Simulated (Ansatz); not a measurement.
# AlBH₃+ (singlet): wave-function methods side by side, cc-pVTZ

The task here is to estimate one member of a computed series from the others.

Method: cc-pVTZ, core rule «outside noble gas», up to 6 orbitals frozen; program: Ansatz 0.2.0, Gaussian basis.

Plan: UHF; CCSD(T) on RHF; BCCD(T) on RHF; CCSDT(Q) on RHF.

7 further runs of the same task are left out: 3 for a known fault of the program, 4 set aside as unsound or not needed. Runs told in other sessions of the task aren't counted.

## What is computed

The geometry is a PBE0/def2-TZVP stationary point (not a proven minimum) of the parent state, kept for this charge and spin.

5 atoms, charge 1, spin multiplicity 1.

Atoms are counted from 1 here; the program's logs count them from 0.

Bond lengths: B1–Al2 2.037 Å, B1–H3 1.188 Å, Al2–H4 1.587 Å, Al2–H5 1.587 Å. Angles: Al2–B1–H3 180.0°, B1–Al2–H4 118.5°, B1–Al2–H5 118.5°, H4–Al2–H5 123.1°.

Set-up of the first run:

The input, in.yaml:

```yaml
crystal:
  periodic: [false, false, false]
  atoms:
    - {symbol: B, position_ang: [0.000000, 0.000000, 1.454926]}
    - {symbol: Al, position_ang: [0.000000, 0.000000, -0.581725]}
    - {symbol: H, position_ang: [0.000000, 0.000000, 2.643356]}
    - {symbol: H, position_ang: [0.000000, 1.395223, -1.338228]}
    - {symbol: H, position_ang: [0.000000, -1.395223, -1.338228]}
basis:
  gaussian: {orbitals: cc-pVTZ}
total_charge: 1
magnetization: {spin_polarized: true, initial_magnetization: 0}
hamiltonian: {xc: hf}
output: {orbitals: {seedname: orbitals}}
```

Run with:

```sh
ansatz run in.yaml --threads 1 --pin off --events-out ev --progress --plain --max-ram 2560MiB --backend cpu
```

Steps of the session up to this table: UHF; CCSD(T) on RHF; BCCD(T) on RHF; CCSDT(Q) on RHF.

One table of the session follows, with a row left open; its other results are not shown here.

| method | from RCCSDT(Q) (kJ/mol) |
| --- | --- |
| RHF | ? |
| RMP2 | +106.9 |
| RCCSD | +12.1 |
| RCCSD(T) | +2.7 |
| BCCD(T) | +2.7 |
| RCCSDT | +0.4 |
| RCCSDT(Q) | 0 |

Q: Estimate the row for RHF from the others.

The run gave: from RCCSDT(Q) (kJ/mol): +467.9. In the column «from RCCSDT(Q) (kJ/mol)» it is the highest.
